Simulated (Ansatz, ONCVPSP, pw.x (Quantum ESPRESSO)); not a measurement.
## What a changed setting does to a pw.x run (diamond Si)

Potential: optimised norm-conserving Vanderbilt (ONCV), ONCVPSP 4.0.1.1 (patched build), LDA (Perdew-Wang 92); core [Ne], reference 3s1 3p3; waves: 3s: rc 2.24 bohr, ncon 4, nbas 9, qcut 3.7 1/bohr, 2 projectors, debl 2.8 Ha; 3p: rc 2.60 bohr, ncon 4, nbas 8, qcut 4.1 1/bohr, 2 projectors, debl 1.1 Ha; d scattering state at 0.07 Ha: rc 2.18 bohr, ncon 3, nbas 7, qcut 5.3 1/bohr, 2 projectors, debl 3.7 Ha; local part: polynomial inside 1.54 bohr (lpopt 5, dvloc0 0 Ha); core correction: none.

The reference run (k-mesh 9³, cutoffs 35/140 Ry, Fermi–Dirac 0.01 Ry, mixing_beta 0.4, conv_thr 1e-9, no spin) gives -0.86 GPa at 19.694 Å³/atom, where all-electron LAPW gives -0.03 GPa. This run, with its own iteration cap, changes conv_thr to 1e-12.

```
&control
  calculation='scf', prefix='x', pseudo_dir='./', outdir='./tmp', tstress=.true., disk_io='none'
/
&system
  ibrav=0, nat=2, ntyp=1, ecutwfc=35, ecutrho=140, nbnd=11,
  occupations='smearing', smearing='fd', degauss=0.01
/
&electrons
  conv_thr=1e-12, mixing_beta=0.4, electron_maxstep=50
/
ATOMIC_SPECIES
Si 1.0 Si.UPF
CELL_PARAMETERS angstrom
  0.00000000 2.70050288 2.70050288
  2.70050288 0.00000000 2.70050288
  2.70050288 2.70050288 0.00000000
ATOMIC_POSITIONS crystal
Si 0.0000 0.0000 0.0000
Si 0.2500 0.2500 0.2500
K_POINTS automatic
9 9 9 0 0 0
```

```bash
pw.x < Si.scf.in > Si.scf.out
```

Problem. How does the run end?

Solution. It converges in 9 iterations; the free energy moves by +0.0 meV/atom and the pressure by +0.00 GPa. The result is that of the reference run.

```
Message from routine setup:
     using ibrav=0 with symmetry is DISCOURAGED, use correct ibrav instead
     lattice parameter (alat)  =       7.2170  a.u.
     unit-cell volume          =     265.8034 (a.u.)^3
     number of electrons       =         8.00
     number of Kohn-Sham states=           11
     kinetic-energy cutoff     =      35.0000  Ry
     charge density cutoff     =     140.0000  Ry
     scf convergence threshold =      1.0E-12
     Exchange-correlation= SLA  PW   NOGX NOGC
     number of k points=    35  Fermi-Dirac smearing, width (Ry)=  0.0100
     iteration #  1     ecut=    35.00 Ry     beta= 0.40
     total energy              =     -15.91608173 Ry
     estimated scf accuracy    <       0.11633931 Ry
     iteration #  2     ecut=    35.00 Ry     beta= 0.40
     total energy              =     -15.90800047 Ry
     estimated scf accuracy    <       0.02664839 Ry
     iteration #  3     ecut=    35.00 Ry     beta= 0.40
     total energy              =     -15.91081098 Ry
     estimated scf accuracy    <       0.00025619 Ry
     iteration #  4     ecut=    35.00 Ry     beta= 0.40
     total energy              =     -15.91085346 Ry
     estimated scf accuracy    <       0.00003852 Ry
     iteration #  5     ecut=    35.00 Ry     beta= 0.40
     total energy              =     -15.91085646 Ry
     estimated scf accuracy    <       0.00000035 Ry
     iteration #  6     ecut=    35.00 Ry     beta= 0.40
     total energy              =     -15.91085654 Ry
     estimated scf accuracy    <       0.00000002 Ry
     iteration #  7     ecut=    35.00 Ry     beta= 0.40
     total energy              =     -15.91085654 Ry
     estimated scf accuracy    <          3.8E-11 Ry
     iteration #  8     ecut=    35.00 Ry     beta= 0.40
     total energy              =     -15.91085654 Ry
     estimated scf accuracy    <          6.0E-12 Ry
     iteration #  9     ecut=    35.00 Ry     beta= 0.40
     the Fermi energy is     6.3620 ev
!    total energy              =     -15.91085654 Ry
     estimated scf accuracy    <          3.4E-15 Ry
     smearing contrib. (-TS)   =      -0.00035269 Ry
     The total energy is F=E-TS. E is the sum of the following terms:
     one-electron contribution =       4.68155446 Ry
     hartree contribution      =       1.09327546 Ry
     xc contribution           =      -4.79620819 Ry
     ewald contribution        =     -16.88912559 Ry
     convergence has been achieved in   9 iterations
          total   stress  (Ry/bohr**3)                   (kbar)     P=       -8.63
     Message from routine punch:
     Nothing written, as per user request (disk_io='none')
```

The run took about 8.6 s on one core of a shared host (Neoverse-N1, 64 threads, 124 GiB, load 58).
